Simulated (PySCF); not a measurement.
PySCF input for nitrogen trifluoride (F3N), SMILES FN(F)F, PBE/pcJ-1. Geometry optimised at B3LYP-D3(BJ)/def2-TZVP.

```python
import numpy as np
from pyscf import gto, scf, dft
from pyscf.prop.ssc import rks as ssc

mol = gto.M(
    atom='''
    F    -1.07094166    0.61830846   -0.12515631
    N     0.00000000    0.00000000    0.48274575
    F    -0.00000000   -1.23661692   -0.12515630
    F     1.07094167    0.61830846   -0.12515631
    ''',
    basis='pcJ-1',
    charge=0,
    spin=0,
    max_memory=1600,
    verbose=3,
)
mf = dft.RKS(mol, xc='pbe')
mf.grids.level = 3
mf.conv_tol = 1e-10
mf.max_cycle = 100
mf.kernel()
j = ssc.SSC(mf)
j.with_fcsd = True
j.max_cycle_cphf = 80
j.conv_tol = 1e-7
e11 = j.kernel()
```

It prints:

```
converged SCF energy = -353.77074432318
Reduced spin-spin coupling constant K (Hz)
               #0        #1        #2        #3
        0 F    0.00000
        1 N  -92.02568   0.00000
        2 F    9.37006 -92.02361   0.00000
        3 F    9.36861 -92.02581   9.36958   0.00000
Spin-spin coupling constant J (Hz)
               #0        #1        #2        #3
        0 F    0.00000
        1 N  -195.35845   0.00000
        2 F  259.02402 -195.35404   0.00000
        3 F  258.98392 -195.35871 259.01078   0.00000
```

Self-consistency was reached.
